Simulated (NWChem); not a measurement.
# NH, triplet; SMILES [NH]

All runs: NWChem. Spin-unrestricted. All runs use the structure optimised with PBE0-D3(BJ)/def2-TZVP, spin-unrestricted. No stability test was run on the SCF state. Level PBE0/def2-SVP: energy and gradient; each run changes one setting, and changes count from the defaults (medium grid, exact Coulomb integrals, symmetry on).

| setting | size of the energy change (μHa) | largest change of a gradient component (μHa/bohr) |
|---|---|---|
| defaults | < 10 | < 30 |
| tight SCF thresholds and tolerances | < 10 | < 30 |
| extra-fine grid | < 10 | < 30 |
| coarse grid | < 10 | 30 |
| Becke weights | < 10 | < 30 |
